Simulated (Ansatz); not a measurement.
For SiC (P6₃mc, No. 186), LDA (plane waves, PAW; Ansatz, a first-principles code) gives:

```
Quantity                                Result
------------------------------  --------------
equilibrium lattice constant a         3.059 Å
c axis length                         15.011 Å
bulk modulus                           230 GPa
cohesive energy                   7.41 eV/atom
band gap at the measured cell          1.98 eV
enthalpy of formation           -0.285 eV/atom
```

Question: What does r²SCAN (Ansatz, PAW) give for the same quantities?

Answer: 
- lattice constant a: 3.079 Å (grows by 0.7 %)
- lattice parameter c: 15.108 Å (grows by 0.6 %)
- bulk modulus: 228 GPa (is nearly the same)
- cohesive energy: 6.44 eV/atom (shrinks by 0.97 eV/atom)
- band gap at the measured cell: 2.39 eV (grows by 0.41 eV)
- formation enthalpy: -0.299 eV/atom (moves by -0.014 eV/atom)

Changes are worked out from the printed values.

Unless a cell is named, each level is at its own relaxed cell (LDA 10.14, r²SCAN 10.33 Å³/atom).

Density-functional gaps are differences of (generalised) Kohn–Sham levels.

Caveats: the relaxation could not lower the start's symmetry, so the cell can be a saddle point above a distorted one (LDA, r²SCAN). Ansatz's density-functional and Hartree–Fock values are scalar-relativistic unless marked +SOC, with PAW data made under PBE.
